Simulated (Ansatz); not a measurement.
TiC (rock salt): values from a third-order Birch-Murnaghan fit to a volume scan beside measured ones. Computed values: r2SCAN (plane waves to 500 eV, PAW, scalar-relativistic; Ansatz, a program for electronic structure). TiC is run without spin polarisation. TiC was relaxed with its symmetry unable to fall.

```
quantity                reference                                    kind
----------------------  ---------  --------------------------------------
Lattice constant a (Å)       4.33  measured, room temperature or unstated
```

References as given in: Guo-Xu Zhang, Anthony M Reilly, Alexandre Tkatchenko et al., New Journal of Physics (2018), doi:10.1088/1367-2630/aac7f0. Values not taken to low temperature hold thermal and zero-point shifts that a static calculation lacks, so small differences there are no errors of the method.

Q: What does r2SCAN give, and how far is that from the reference?

A: 
| quantity | r2SCAN | difference |
|---|---|---|
| Lattice constant a (Å) | 4.328 | +0.0 % |



(Under strain, the slope of the energy per volume gives the stress and its curvature an elastic modulus.)
